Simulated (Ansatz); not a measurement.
`F[Si]Cl` + H–F → `F[Si]F` + HCl at 500 K and 1 bar (ligand exchange at the Si–Cl bond).

Computed with Ansatz on PBE0-D4/def2-TZVP structures; ΔE is electronic, products minus reactants. CBS: def2 TZ/QZ extrapolation, frozen cores.

| species | CCSD(T)/CBS energy (Eh) | H − E (kJ/mol) | S (J/(mol·K)) |
| --- | --- | --- | --- |
| `F[Si]Cl` | -848.72277 | 32.0 | 301.6 |
| H–F | -100.39431 | 39.4 | 188.7 |
| `F[Si]F` | -488.75390 | 33.3 | 281.7 |
| HCl | -460.38167 | 32.5 | 201.9 |

H − E and S are ideal-gas, rigid-rotor, harmonic terms from PBE0-D4/def2-TZVP. 1 Eh = 2625.50 kJ/mol, R = 8.31446 J/(mol·K).

**Question.** By hand: ΔE, ΔH, ΔS and ΔG.

**Answer.** ΔE = (-488.75390) + (-460.38167) − (-848.72277) − (-100.39431) = -0.01849 Eh = -48.5 kJ/mol. Δ(H − E) = 33.3 + 32.5 − 32.0 − 39.4 = -5.6, so ΔH = -54.1 kJ/mol. ΔS = 281.7 + 201.9 − 301.6 − 188.7 = -6.7 J/(mol·K). ΔG = -54.1 − 500 × (-6.7)/1000 = -50.8 kJ/mol.

**Question.** By hand: the equilibrium constant, and the temperature at which ΔG would vanish if ΔH and ΔS stayed fixed.

**Answer.** log₁₀ K = −ΔG/(RT ln 10) = 5.3. ΔG = 0 at ΔH/ΔS = 8075 K, far beyond where these terms or the molecules hold.

The number of gas molecules stays the same, so ΔS is small and ΔH decides. A doubt of 5 kJ/mol in ΔE shifts log₁₀ K by 0.5 here. These are equilibria of isolated gas molecules and say nothing of rates. Largest T1 diagnostic: 0.015 (customary marks: 0.02 for closed shells, 0.045 for open ones).
